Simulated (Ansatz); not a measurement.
# O2 (singlet): wave-function methods side by side at distance O1–O2 = 1.193 Å, 6-31G

The task here is to estimate one member of a computed series from the others.

The runs use Ansatz 0.2.0, Gaussian basis; 6-31G, core rule «outside noble gas», up to 2 orbitals frozen.

The runs, in order: UHF; CCSD(T) on RHF; CCSD(T) on UHF; BCCD(T) on RHF; CISD; CCSDT(Q) on RHF; CCSDT(Q) on UHF; CISDTQ; CCSDTQ on RHF; CCSDTQ on UHF; CASSCF and MRCISD+Q, 2 electrons in 2 orbitals; CASSCF and NEVPT2, 2 electrons in 2 orbitals; CASSCF and MRCISD+Q, 12 electrons in 8 orbitals; CASSCF and NEVPT2, 12 electrons in 8 orbitals; Full CI.

43 further runs of the same task are left out: 10 for a known fault of the program, 26 that didn't finish, 7 set aside as unsound or not needed.

## What is computed

The geometry derives from a PBE0/def2-TZVP stationary point (not a proven minimum). One bond is set to the value named and the two fragments are kept rigid.

2 atoms, charge 0, spin multiplicity 1.

Atoms are counted from 1 here; the program's logs count them from 0.

Bond lengths: O1–O2 1.193 Å.

Set-up of the first run:

in.yaml

```yaml
crystal:
  periodic: [false, false, false]
  atoms:
    - {symbol: O, position_ang: [0.000000, 0.000000, 0.000000]}
    - {symbol: O, position_ang: [0.000000, 0.000000, 1.192971]}
basis:
  gaussian: {orbitals: 6-31G}
magnetization: {spin_polarized: true, initial_magnetization: 0}
hamiltonian: {xc: hf}
output: {orbitals: {seedname: orbitals}}
```

Run with:

```sh
$ ansatz run in.yaml --threads 1 --pin off --events-out ev --progress --plain --max-ram 2393MiB
```

Steps of the session up to this table: UHF; CCSD(T) on RHF; CCSD(T) on UHF; BCCD(T) on RHF; CISD; CCSDT(Q) on RHF; CCSDT(Q) on UHF; CISDTQ; CCSDTQ on RHF; CCSDTQ on UHF; CASSCF and MRCISD+Q, 2 electrons in 2 orbitals; CASSCF and NEVPT2, 2 electrons in 2 orbitals; CASSCF and MRCISD+Q, 12 electrons in 8 orbitals; CASSCF and NEVPT2, 12 electrons in 8 orbitals; Full CI.

One of the session's tables, all rows but one given; the rest of the session is left out.

```
          method  from FCI (meV)
             RHF         +7599.9
            RMP2          +365.4
            CISD         +1010.9
           RCCSD          +507.2
        RCCSD(T)               ?
         BCCD(T)          +269.6
          RCCSDT          +132.3
          CISDTQ          +121.2
       RCCSDT(Q)           -33.8
         RCCSDTQ           +11.9
  CASSCF valence         +3740.8
  NEVPT2 valence          +704.0
  MRCISD valence          +190.0
MRCISD+Q valence           +51.0
             FCI               0
```

**Question.** Estimate the row for RCCSD(T).

**Answer.** from FCI (meV): +264.9. In the column «from FCI (meV)» it lies between MRCISD valence (+190.0) and BCCD(T) (+269.6).

Left out of the table: CASSCF pair, NEVPT2 pair, MRCISD pair, MRCISD+Q pair (the active space lost an orbital or holds another state than full CI finds).

To keep in mind: The report flags that the cluster equations may have other roots. Left out of the table: UHF, UMP2, UCCSD, UCCSD(T), UCCSDT, UCCSDT(Q), UCCSDTQ (another determinant or state than the rows shown). The program flags RCCSDT(Q), RCCSDTQ as in doubt, so those rows may rest on another solution; read them beside their warnings. RCCSDT(Q) falls below full CI, which methods that aren't variational can do.
